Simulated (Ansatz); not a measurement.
**Structure relaxation of CdAg**

Computed with DFT r2SCAN, scalar-relativistic, plane waves, PAW in Ansatz.

The start is a database structure of CdAg, space group Pm-3m (No. 221).

The final relaxation ran on this input, with the default PAW datasets:

```yaml
crystal:
  lattice:
    - [3.33, 0.0, 0.0]
    - [0.0, 3.33, 0.0]
    - [0.0, 0.0, 3.33]
  atoms:
    - { symbol: Cd, position: [0.5, 0.5, 0.5] }
    - { symbol: Ag, position: [0.0, 0.0, 0.0] }
basis:
  ecutwfc: 500
kpoints:
  mp_grid: { grid: [16, 16, 16] }
hamiltonian:
  xc: r2scan
scf:
  occupations: { method: gaussian, width: 0.1 }
output:
  forces: true
  stress: true
  eigenvalues: true
  write_density: true
  write_potential: true
  elf: true
  volumetric_format: npy
relax:
  adjacent_minimum: "off"
  f_tol: 0.01
  max_steps: 80
  cell: { stress_tol: 0.05 }
```

Launched as:

```bash
ansatz run input.yaml --threads 1 --pin off --max-ram 2560MiB --backend cpu --events-out ev --progress --plain --runs-dir out
```

It took 71 s on 1 thread of Arm Neoverse V2 (shared host), peak memory 0.5 GiB.

The program printed at the end:

```
SCF converged after 6 iterations
Free energy (F): -15872.253569 eV
Harris-Foulkes:  -15872.253569 eV  (|F-HF|=9.09e-12)
Internal energy: -15872.250148 eV  (E = F + TS)
E sigma→0 (E₀):  -15872.251859 eV
Entropy (-TS):   -0.003421 eV (-1.711 meV/atom)
Fermi energy:    16.508302 eV
--- Per-component energies (eV) ---
  E_band       = -657.826581
  E_kinetic    = 1033.189563
  E_local      = -5023.740929  (includes V_loc(G=0)·N_el)
  E_nonlocal   = 113.904943
  E_hartree    = 2338.915377
  E_xc         = -347.581065
  E_vxc        = -510.352016  (∫ρ·V_xc dr)
  E_paw        = -8026.466889  (= ΣΔE_a)
  E_vpaw       = -985.213103  (= ΣTr[D̂ρ^β])
  E_aug_tail   = 0.000082  (compensation charges beyond the density's cutoff)
  E_vtau       = 36.554126  (kinetic-family band-sum trace: ∫τ·v_τ [+ j·A + Jᵃ·Aᵃ] dr)
  E_ewald      = -5959.397149
  E_core_change = -1.074081  (= ΣΔE_core)
  E_smearing   = -0.003421  (= −TS)
  E_closure    =  0.000000  (closes the sum)
  Σ components = -15872.253569   (vs F -15872.253569, Δ=0.00e0)
--- Forces (eV/Å), atoms counted from 1 ---
  atom   1  Cd     0.00000000     0.00000000     0.00000000
  atom   2  Ag     0.00000000     0.00000000     0.00000000
  max |Σ_I F_I| component: 2.72e-29 eV/Å
--- Stress (GPa, compression-positive) ---
       -0.025762       0.000000       0.000000
        0.000000      -0.025762       0.000000
        0.000000       0.000000      -0.025762
  P = ⅓ Tr σ = -0.0258 GPa (-0.258 kbar)
--- Relaxed structure (3 steps of the walk, 3 accepted, 1 SCFs on fresh bases) ---
  F+E_penalty+E_count = -15872.25356933 eV   max|allowed force component| = 1.374e-29 eV/Å   (the final SCF, on the basis selected at the relaxed cell)
  cell:  # Å, volume = 37.4253 Å³
    - [3.344940, 0.000000, 0.000000]
    - [0.000000, 3.344940, 0.000000]
    - [0.000000, 0.000000, 3.344940]
  atoms:
    - { symbol: Cd, position: [0.5, 0.5, 0.5] }
    - { symbol: Ag, position: [0.000000, 0.000000, 0.000000] }
```

Total energies depend on the potentials used, so only differences within one code and one set of settings carry meaning.

The result has space group Pm-3m (No. 221). Cd has 8 Ag at 2.90 Å and 6 Cd at 3.34 Å; around Ag lie 8 Cd at 2.90 Å and 6 Ag at 3.34 Å.

Against the elements it lies at -0.06 eV/atom. Formation energies are uncorrected and refer to the elements' standard structures at the same level.

The k mesh leaves about 4 meV/atom of noise in metals.

A structure relaxed within its symmetry needn't be a true minimum.